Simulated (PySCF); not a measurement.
Molecule: SMILES [AlH2][Cl], AlClH₂.

Mapped SMILES: `[AlH2:1][Cl:2]`. Each H is labelled by its parent atom.

Geometry PBE0-D3(BJ)/def2-SVP throughout; GIAO in PySCF 2.14, gas phase, one conformer, non-relativistic; equivalent atoms averaged; basis pcSseg-2.

Task: How do the absolute shieldings σ depend on the functional? (ppm; last column core-seconds on shared hosts with different chips, so compare them loosely; the GGAs took longer than the global hybrids here, which isn't the general rule, and the cause wasn't traced)

Result: 
```csv
functional,kind,Al1,Cl2,H(Al1),core-s
HF,Hartree–Fock,388.3,945.4,26.99,1.3
LDA,LDA,272.3,787.0,25.16,3
PBE,GGA,311.3,823.9,25.90,4.5
BLYP,GGA,307.5,813.2,26.19,3.6
BP86,GGA,312.2,823.0,25.95,3.6
OPBE,GGA,355.4,876.6,26.18,3.9
KT2,GGA,330.3,830.6,25.91,3.9
KT3,GGA,356.0,862.4,26.44,3.9
B97-D,GGA,343.8,845.2,26.38,3.9
B3LYP,global hybrid,322.3,849.0,26.35,2.5
```

Task: Which nucleus moves most, in ppm?

Result: Cl2 (chlorine bonded to Al): from 787.0 ppm with LDA to 945.4 ppm with HF. The smallest spread is 1.83 ppm, at H(Al1).
